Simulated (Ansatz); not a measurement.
Worked example: correlation energy of HB–CH₂, triplet

Geometry: a PBE0/def2-TZVP stationary point for this spin, not checked as a minimum.

```xyz
5

B     0.0000   -0.1667    0.8218
C     0.0000    0.0690   -0.6707
H     0.0000    0.6438    1.6981
H     0.0000    1.0623   -1.1234
H     0.0000   -0.7400   -1.3974
```

Basis cc-pVDZ; Ansatz 0.2.0. Only valence electrons are correlated (noble-gas cores frozen), which leaves 10 electrons in 41 orbitals. Prefix R: restricted or restricted open-shell reference; prefix U: unrestricted.

Full CI isn't at hand for all of this; UCCSDT(Q) serves as the reference, and is uncertain by about the last step of the cluster series.

Runs differ by some tens of microhartree through their thresholds and, for an open shell, their frozen cores, so steps under 0.03 kcal/mol mean nothing.

```tsv
level	total energy (hartree)
UHF	-64.193126
UMP2	-64.368625
UCCSD	-64.401073
UCCSD(T)	-64.405906
UCCSDT	-64.406713
UCCSDT(Q)	-64.406939
```

Question: What is the correlation energy at UCCSDT(Q), and what share of it do UMP2 and UCCSD recover?

Answer: E(corr) = -64.406939 − (-64.193126) = -0.213813 hartree = -5.818 eV. UMP2: -0.175499 / -0.213813 = 82.08 %. UCCSD: -0.207947 / -0.213813 = 97.26 %.

Question: By how many kcal/mol does UCCSD(T) miss UCCSDT(Q) (1 hartree = 627.509 kcal/mol), and which steps make up the rest?

Answer: -64.405906 − (-64.406939) = 0.001033 hartree = 0.65 kcal/mol. Steps: UCCSDT − UCCSD(T) = -0.51, UCCSDT(Q) − UCCSDT = -0.14 kcal/mol. That is within 1 kcal/mol of the reference in this basis, which itself misses far more of the correlation at the basis-set limit.
